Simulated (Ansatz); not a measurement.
The cluster Li₂F⁺ was relaxed with PBE0-D4 (def2-TZVP) in Ansatz in these states: charge +1 quintet, charge +1 singlet, charge +1 triplet. The geometries follow in no particular order.

A:

```xyz
3

Li    0.390   -0.823    3.395
Li   -0.531    0.784   -3.385
F     0.141    0.040   -0.010
```

B:

```xyz
3

Li    1.268    0.414   -0.985
Li   -1.268   -0.414    0.985
F     0.000    0.000    0.000
```

C:

```csv
atom,x (Å),y (Å),z (Å)
Li1,-1.755,0.755,-0.065
Li2,1.443,0.992,-1.262
F3,0.312,-1.747,1.326
```

Question: Judge from the bond lengths which geometry belongs to which state (an estimate).

Answer: A is the charge +1 quintet (Li2–F3 3.521 Å, Li1–F3 3.522 Å); B is the charge +1 singlet (Li2–F3 1.659 Å, Li1–F3 1.659 Å); C is the charge +1 triplet (Li2–F3 3.934 Å, Li1–F3 3.532 Å).

The charge +1 quintet has come apart into loosely held pieces. The charge +1 triplet has come apart into loosely held pieces.
